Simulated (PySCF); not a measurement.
Geometry (Å), atoms numbered from 1 in this order:
```xyz
16

S     2.190    1.023    0.038
C     1.066   -0.340    0.483
C    -0.141    0.110    1.300
C    -1.149    0.609    0.255
C    -0.780   -0.111   -1.062
C     0.416   -1.010   -0.724
H     1.291    1.775   -0.616
H     1.715   -1.021    1.038
H    -0.545   -0.765    1.821
H     0.109    0.858    2.052
H    -2.176    0.407    0.563
H    -1.071    1.692    0.136
H    -1.612   -0.689   -1.467
H    -0.505    0.614   -1.832
H     1.106   -1.149   -1.556
H     0.063   -1.999   -0.414
```

Geometry: PBE0-D3(BJ)/def2-TZVP; GIAO shifts from PySCF, gas phase, non-relativistic, averaged over equivalent atoms.

At wB97X-D/pcSseg-2 (363 basis functions, 89 s wall time on 1 thread of an Arm Neoverse V1, shared host):
```json
{"atoms": "S1", "δ (ppm)": "-34.4"}
{"atoms": "C2", "δ (ppm)": "48.2"}
{"atoms": "C3/C6", "δ (ppm)": "41.3"}
{"atoms": "C4/C5", "δ (ppm)": "23.3"}
{"atoms": "H8", "δ (ppm)": "2.87"}
{"atoms": "H7", "δ (ppm)": "2.20"}
{"atoms": "H12/H14", "δ (ppm)": "1.85"}
{"atoms": "H9/H16", "δ (ppm)": "1.84"}
{"atoms": "H10/H15", "δ (ppm)": "1.82"}
{"atoms": "H11/H13", "δ (ppm)": "1.69"}
```

Chemical shifts δ = σref − σ; ³³S (510.68 ppm) against CS2; ¹³C (186.29 ppm) and ¹H (31.63 ppm) against TMS, all at this level.

**Question.** Predict the values at KT3/pcSseg-2 on the same geometry.

**Answer.** 
```
  atoms  δ at KT3/pcSseg-2  change
     S1              -20.8   +13.6
     C2               50.7    +2.5
  C3/C6               41.6    +0.3
  C4/C5               24.2    +0.9
     H8               3.17   +0.30
     H7               2.11   -0.09
H12/H14               1.98   +0.13
 H9/H16               2.02   +0.18
H10/H15               1.94   +0.12
H11/H13               1.76   +0.07
```

Scale: ³³S (σref 535.12) vs CS2; TMS for ¹³C (σref 183.24), ¹H (σref 31.63) (reference shieldings calculated alike).

The largest change is at S1 (thiol sulfur). Cost: 363 basis functions, 92 s wall time on 1 thread of an Arm Neoverse V1, shared host. The order of the carbon signals is the same at both levels.
